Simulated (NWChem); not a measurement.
SO, triplet; SMILES O=S

```xyz
2

O      0.0000     0.0000    -1.0012
S      0.0000     0.0000     0.5006
```
Atoms are numbered in this order, from 1.

All runs: NWChem. Spin-unrestricted. Geometry: optimised at PBE0/def2-SVP, spin-unrestricted. No stability test was run on the SCF state.

For level PBE0/aug-cc-pVDZ:

- highest occupied level (eV) = -7.72

How do the values read with level PBE0/cc-pVDZ instead?

highest occupied level (eV): -7.42
